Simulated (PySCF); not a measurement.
Fluorine: a sound run and one with changed settings

Sound run: F [He] 2s2 2p5, F+ [He] 2s2 2p4. Computed with PySCF 2.14 in cc-pVTZ (4s3p2d1f, 30 functions), with the non-relativistic Hamiltonian (point nucleus). In the sound run the correlated levels freeze 1s2. The sound run starts from symmetry-adapted Hartree-Fock orbitals and uses a fine grid where one is needed.

Changed run: initial guess sap, at most 50 SCF cycles, level shift 0.5 hartree.

| species | method | sound run (hartree) | changed run (hartree) | converged |
| --- | --- | --- | --- | --- |
| F | UHF | -99.40552 | -99.40552 | yes |
| F | M06-2X | -99.73018 | -99.73018 | yes |
| F | M06-L | -99.74375 | -99.74375 | yes |
| F | MP2 | -99.60536 | -99.57942 | yes |
| F | CCSD(T) | -99.62036 | -99.62036 | yes |
| F+ | UHF | -98.83026 | -98.83026 | yes |
| F+ | M06-2X | -99.08639 | -99.08639 | yes |
| F+ | M06-L | -99.11097 | -99.11097 | yes |
| F+ | MP2 | -98.97349 | -98.95679 | yes |
| F+ | CCSD(T) | -98.99079 | -98.99079 | yes |

Ionisation energy of F:

```csv
method,sound run (eV),changed run (eV)
UHF,15.654,15.654
M06-2X,17.518,17.518
M06-L,17.219,17.219
MP2,17.194,16.943
SCS-MP2,17.181,16.939
CCSD,17.089,17.089
CCSD(T),17.131,17.131
```

A level shift leaves the converged SCF energy unchanged but raises the virtual orbital energies, which shrinks MP2 if it is not removed.

For comparison, NIST gives 17.423 eV between the lowest levels.
